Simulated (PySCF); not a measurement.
Gas-phase reaction: Al + O ⇌ AlO

Method: PySCF energies (xtb for GFN2) plus ideal-gas RRHO corrections (1 bar). 'Table' is the NASA 1993 thermochemical table (part measured, part estimated). † marks an energy on the PBE0/def2-TZVP geometry and frequencies; other levels use their own. Open shells (unrestricted): Al (multiplicity 2, electronic degeneracy 6), O (multiplicity 3, electronic degeneracy 9), AlO (multiplicity 2). GFN2 has no spin-polarisation term. Spin-orbit splitting is ignored; it lowers the true energy and changes the entropy of Al, O. The harmonic model lacks anharmonicity and excited electronic states, which grow with temperature; levels with a mode under 35 cm⁻¹ are left out. The table's entry may be an old estimate for AlO (not checked at source).

```csv
level,"ΔH°(298 K), kJ",minus table,"ΔG°(800 K), kJ"
table,-511.9,-,-423.3
GFN2-xTB,-1102.9,-591.0,-1013.0
M06-2X/def2-TZVP†,-499.8,12.1,-410.7
PBE0/def2-SVP†,-467.0,44.9,-377.9
r2SCAN/def2-TZVP†,-521.8,-9.9,-432.7
ωB97M-V/def2-TZVP†,-498.0,13.9,-408.9
```
